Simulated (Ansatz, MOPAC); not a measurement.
Process, species as SMILES: B(SC)(C)C [dimethyl(methylsulfanyl)borane] + 4 [H][H] (H2) -> B (BH3) + 3 C (CH4) + S (H2S)

Wanted: energy of full hydrogenation (enthalpy at 298 K), in kcal/mol. Terms: LANL2DZ with its own core potentials from Na on; dispersion terms only where a functional's name holds one; no spin-orbit coupling; non-relativistic; valence correlation only. CBS marks a two-point X^-3 extrapolation of the correlation energy; Hartree-Fock from the larger set. First-principles rows: single points at B3LYP-D3(BJ) geometries (Ansatz, a program for electronic structure), with unscaled harmonic terms from B3LYP/6-31G* (Ansatz) at its own minima. Semi-empirical rows: MOPAC heats of formation at their own minima for 298 K.

```tsv
species	coefficient	E at B3LYP/LANL2DZ (Ansatz), Eh	E at PBE0/def2-TZVPD (Ansatz), Eh	H(298 K) - E, kcal/mol	heat of formation at AM1 (MOPAC), kcal/mol
CSB(C)C	-1	-154.71581	-542.56299	79.36	-35.34
[H][H] (H2)	-4	-1.17442	-1.16825	8.44	-5.18
B (BH3)	+1	-26.60397	-26.56584	19.05	26.25
C (CH4)	+3	-40.51439	-40.47422	30.76	-8.79
S (H2S)	+1	-11.28850	-399.26257	11.88	1.20
```

Coupled cluster (Ansatz) is a level with limits of its own, used here on species with T1 under 0.025 (0.045 for open shells) and stable references: CCSD(T)/CBS(cc-pV(T+d)Z,cc-pV(Q+d)Z). Value to compare with, CCSD(T)/CBS(cc-pV(T+d)Z,cc-pV(Q+d)Z) (Ansatz): 2.3 kcal/mol. 1 Eh = 627.5095 kcal/mol.

Compute it at each level from the table, and compare with CCSD(T)/CBS(cc-pV(T+d)Z,cc-pV(Q+d)Z) (Ansatz).


- B3LYP/LANL2DZ: the sum of coefficient times E is -0.02215 Eh, or -13.90 kcal/mol; the thermal terms add 10.09. Result: -3.8 kcal/mol. Its difference against CCSD(T)/CBS(cc-pV(T+d)Z,cc-pV(Q+d)Z) (Ansatz) is -6.1 kcal/mol.
- PBE0/def2-TZVPD: the sum of coefficient times E is -0.01508 Eh, or -9.46 kcal/mol; the thermal terms add 10.09. Result: 0.6 kcal/mol. Its difference against CCSD(T)/CBS(cc-pV(T+d)Z,cc-pV(Q+d)Z) (Ansatz) is -1.7 kcal/mol.
- AM1: the sum of coefficient times heat of formation is 57.14 kcal/mol; it needs no thermal term. Its difference against CCSD(T)/CBS(cc-pV(T+d)Z,cc-pV(Q+d)Z) (Ansatz) is 54.8 kcal/mol.
